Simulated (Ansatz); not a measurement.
in.yaml

```yaml
crystal:
  periodic: [false, false, false]
  atoms:
    - {symbol: B, position_ang: [0.000000, 0.000000, -0.025236]}
    - {symbol: O, position_ang: [0.000000, 0.000000, -1.122236]}
    - {symbol: H, position_ang: [0.000000, 0.000000, 1.147471]}
basis:
  gaussian: {orbitals: cc-pVDZ}
magnetization: {spin_polarized: true, initial_magnetization: 0}
hamiltonian: {xc: {name: B3LYP}}
correlation: {method: bccd, electrons: valence}
scf: {lower_state_search: light}
```

```sh
$ ansatz run in.yaml --threads 1 --pin off --events-out ev --progress --plain --max-ram 2393MiB
```

The program prints:

```
302 factors; integrals over basis functions are off by at most 1.4e-3 eV
mean field evaluation 1: about -2735.1117 eV, gradient 3.8e1 eV
mean field evaluation 2: about -2735.1106 eV, gradient 3.8e1 eV
mean field evaluation 4: about -2739.9181 eV, gradient 5.8e0 eV
mean field evaluation 8: about -2740.0871 eV, gradient 3.0e-2 eV
mean field evaluation 16: about -2740.0871 eV, gradient 1.4e-6 eV
mean field -2740.08714186 eV, -100.6963451655 hartree, gradient 1.4e-6 eV, S^2 0.000000; 0 other end points of the search recorded, 0 dependent functions left out
2 core orbitals not correlated: weight in the atoms' cores, before any rotation towards them, 1.000 or more for the frozen orbitals, at most 0.000 for the correlated occupied ones
reference -2725.16188597 eV, -100.1478521282 hartree; 5, 5 occupied and 26, 26 virtual orbitals, 302 factors
second order -7.26868515 eV of doubles, -0.17745512 eV of singles
cycle   1  -7.14079892 eV  change    3.0e-1 eV  update   8.5e-2
cycle   2  -7.35751991 eV  change   -2.2e-1 eV  update   3.5e-2
cycle   3  -7.42234348 eV  change   -6.5e-2 eV  update   1.1e-2
cycle   4  -7.43172712 eV  change   -9.4e-3 eV  update   3.3e-3
cycle   5  -7.43140319 eV  change    3.2e-4 eV  update   8.2e-4
cycle   6  -7.43136810 eV  change    3.5e-5 eV  update   1.6e-4
cycle   7  -7.43137013 eV  change   -2.0e-6 eV  update   4.6e-5
cycle   8  -7.43137168 eV  change   -1.6e-6 eV  update   1.3e-5
cycle   9  -7.43137264 eV  change   -9.7e-7 eV  update   5.3e-6
Total energy: -2732.59325861 eV, -100.4209500357 hartree
```

Ran on 1 thread of Intel Xeon Platinum 8259CL, shared host: 1.2 s wall, 0.16 GiB peak host memory.
